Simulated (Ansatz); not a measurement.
# BFH2N: relaxed scan of one distance from a Python script

Aim: a relaxed scan of one distance, for BFH2N, run from a script.

Program: the Python package of Ansatz 0.2.0. Level of theory: Hartree-Fock/def2-SVP. These are calculated values, not measurements.

## (1) The system

Bond lengths: N1–B2 1.454 Å, B2–F3 1.417 Å, N1–H4 1.047 Å, N1–H5 1.051 Å. Angles: N1–B2–F3 119.1°, B2–N1–H4 107.8°, B2–N1–H5 110.8°, H4–N1–H5 100.8°.

Input file bfh2n.xyz:

```xyz
5

N    -0.53440    0.29030   -0.06990
B     0.37640   -0.84150   -0.01670
F     1.17110   -1.03270    1.14070
H    -0.96040    0.31290   -1.02640
H    -0.00270    1.19740   -0.06910
```

## (2) The script

bfh2n_relaxed_scan.py

```python
import ansatz as az
import numpy as np

BASIS = "def2-SVP"
FUNCTIONAL = "HF"

bfh2n = az.Crystal.molecule_from_extxyz("bfh2n.xyz")

setup = bfh2n.calculation().basis(gaussian=BASIS).functional(FUNCTIONAL).spin("collinear", total=1)
symbols = [site.symbol for site in bfh2n.cartesian_sites]
pairs = [(0, 1), (0, 3), (0, 4), (1, 2)]
print("held (A)   E (eV)        ", "  ".join(f"{symbols[i]}{i}-{symbols[j]}{j}" for i, j in pairs))
for length in [0.97, 1.05, 1.14, 1.26, 1.42]:
    summary = setup.relax(constraints=[az.DistanceConstraint((0, 4), at=length)], force_tolerance=0.02, max_steps=60).run(threads=1, pin="off").report
    xyz = np.array(summary["positions_ang"])
    print(f"{length:6.2f} {summary['free_energy_ev']:14.5f}  ", "  ".join(f"{np.linalg.norm(xyz[i] - xyz[j]):.3f}" for i, j in pairs))
```

## (3) What the engine is handed

The engine receives this input (first run):

```yaml
crystal:
  periodic: [false, false, false]
  atoms:
    - { symbol: "N", position_ang: [-0.5344, 0.2903, -0.0699] }
    - { symbol: B, position_ang: [0.3764, -0.8415, -0.0167] }
    - { symbol: F, position_ang: [1.1711, -1.0327, 1.1407] }
    - { symbol: H, position_ang: [-0.9604, 0.3129, -1.0264] }
    - { symbol: H, position_ang: [-0.0027, 1.1974, -0.0691] }
basis:
  gaussian:
    orbitals: def2-SVP
hamiltonian:
  xc: hf
magnetization:
  spin_polarized: true
  initial_magnetization: 1.0
relax:
  f_tol: 0.02
  max_steps: 60
  constraints:
    - { distance: [0, 4], at: 0.97 }
```

## (4) Running it

The run is started by

```
$ python bfh2n_relaxed_scan.py
```

The log of the run:

```text
held (A)   E (eV)         N0-B1  N0-H3  N0-H4  B1-F2
DeckWarning: relax.constraints: the input's atoms, or those drawn, lie off the distances that are held; a relaxation that starts there is brought onto them ahead of its first SCF, by positions alone, an atom by 4.07e-2 Å at the most. With the symmetry detection on, the symmetry is detected on the input's atoms as so brought (as typed, where only the drawn atoms reach the distances), and notices that speak of the structure as typed mean those atoms
  0.97    -4888.23319   1.386  0.997  0.970  1.319
  1.05    -4888.20859   1.385  0.997  1.050  1.319
  1.14    -4887.89611   1.384  0.997  1.140  1.319
  1.26    -4887.23798   1.380  0.997  1.260  1.318
  1.42    -4886.23970   1.371  0.997  1.420  1.314
```

(Warnings from the package without file and line, repeats left out.)

It took 26 s on 1 thread of Arm Neoverse V2, shared host; peak memory 0.19 GiB.

## (5) The runs side by side

One row for each of the 5 runs:

```csv
run,distance (Å),energy from run 1 (eV),<S²>,SCF cycles in all,CPU time (s)
1,0.97,0.0000,0.75,75,4.9
2,1.05,0.0246,0.75,68,3.9
3,1.14,0.3371,0.76,74,4.5
4,1.26,0.9952,0.76,100,6.1
5,1.42,1.9935,0.80,126,6.3
```

## (6) The relaxation of run 1, step by step

Step by step:

```csv
step,energy from step 1 (eV),largest force component (eV/Å)
1,0.0000,3.6581
2,-0.3533,2.3168
3,-0.4475,4.9537
4,-0.2352,7.4213
5,-0.7162,1.2682
6,-0.7749,0.4008
7,-0.7801,0.0441
8,-0.7803,0.0272
9,-0.7804,0.0013
```

Step 1 is the start. Step 4 was tried and not accepted.

Before: Bond lengths: N1–B2 1.454 Å, B2–F3 1.417 Å, N1–H4 1.047 Å, N1–H5 1.051 Å. Angles: N1–B2–F3 119.1°, B2–N1–H4 107.8°, B2–N1–H5 110.8°, H4–N1–H5 100.8°.

After: Bond lengths: N1–B2 1.386 Å, B2–F3 1.319 Å, N1–H4 0.997 Å, N1–H5 0.970 Å. Angles: N1–B2–F3 121.7°, B2–N1–H4 122.6°, B2–N1–H5 122.5°, H4–N1–H5 114.9°.

## (7) How the relaxation of run 5 went

Step by step:

```
step  energy from step 1 (eV)  largest force component (eV/Å)
   1                   0.0000                          3.1848
   2                  -0.2983                          2.5582
   3                  -0.4116                          1.8445
   4                  -0.4899                          1.6018
   5                  -0.6038                          1.1063
   6                  -0.6439                          0.2367
   7                  -0.6439                          0.2375
   8                  -0.6477                          0.2185
   9                  -0.6460                          0.4609
  10                  -0.6505                          0.0261
  11                  -0.6505                          0.0049
```

Step 1 is the start. Step 9 was tried and not accepted.

Before: Bond lengths: N1–B2 1.454 Å, B2–F3 1.417 Å, N1–H4 1.047 Å, N1–H5 1.051 Å. Angles: N1–B2–F3 119.1°, B2–N1–H4 107.8°, B2–N1–H5 110.8°, H4–N1–H5 100.8°.

After: Bond lengths: N1–B2 1.371 Å, B2–F3 1.314 Å, N1–H4 0.997 Å. Angles: N1–B2–F3 124.8°, B2–N1–H4 129.9°.

## (8) Outcome

```
                  quantity     value
             runs compared         5
           range of energy  1.993 eV
lowest point, distance (Å)      0.97
```

In words: The lowest point is at the first value of the scan; the highest lies 1.993 eV above it. The distance scanned is the script's pair 0, 4. Run 1: After 7 moves the largest shift is 0.315 Å, of atom 1 (N). Run 5: After 9 moves the largest shift is 0.349 Å, of atom 1 (N). Caveats:
- The energies are electronic: no zero-point or thermal terms, and the basis set is short of its limit.
- The species is open-shell (spin multiplicity 2).
